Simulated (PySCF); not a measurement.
Basis-set dependence of excited states

C2H3Cl.
SMILES: `C=CCl`

TDDFT with PBE0 (PySCF), vertical singlets, core orbitals frozen in the response, spherical d and f functions. Isolated species at its PBE0-D3(BJ)/def2-SVP geometry, gas phase.

**Question.** How do the low singlets change with the basis? Take 6-31G*, def2-SVP, 6-31+G*, def2-SVPD, aug-cc-pVDZ, def2-TZVP, def2-TZVPD and aug-cc-pVTZ.

**Answer.** 

```
      basis  functions  diffuse  S1 (eV)  S2 (eV)  S3 (eV)  S4 (eV)  S5 (eV)  LUMO (eV)  α (au)
     6-31G*         52       no     7.06     7.24     7.35     8.48     8.90       0.17    29.4
   def2-SVP         61       no     7.08     7.08     7.44     8.31     8.79      -0.03    29.9
    6-31+G*         64      yes     6.72     6.77     6.97     7.10     7.50      -0.33    35.1
  def2-SVPD         91      yes     6.78     6.87     7.03     7.32     7.90      -0.38    40.3
aug-cc-pVDZ        100      yes     6.55     6.62     6.78     6.99     7.12      -0.42    40.6
  def2-TZVP        117       no     6.79     6.95     6.99     7.96     8.28      -0.30    36.4
 def2-TZVPD        147      yes     6.65     6.65     6.88     6.95     7.44      -0.40    41.4
aug-cc-pVTZ        211      yes     6.53     6.59     6.73     6.95     7.08      -0.44    41.4
```

States are compared by their number. Against the largest diffuse basis here (aug-cc-pVTZ, itself not a converged limit), sets without diffuse functions differ by up to 0.55 eV in S1 and 1.81 eV in S5; the smaller diffuse sets differ by up to 0.26 and 0.82 eV. S1 is led by HOMO-1→LUMO (94%) in def2-SVP and by HOMO→LUMO+1 (92%) in aug-cc-pVTZ. State by state, the largest deviation of a set without diffuse functions is S1 0.55, S2 0.65, S3 0.71, S4 1.54, S5 1.81 eV. The same number needn't mean the same state in each row. Against aug-cc-pVTZ the polarisability deviates by -29% in 6-31G*, -28% in def2-SVP, -15% in 6-31+G*, -3% in def2-SVPD, -2% in aug-cc-pVDZ, -12% in def2-TZVP, 0% in def2-TZVPD. A single + in a Pople set puts diffuse functions on heavy atoms only.
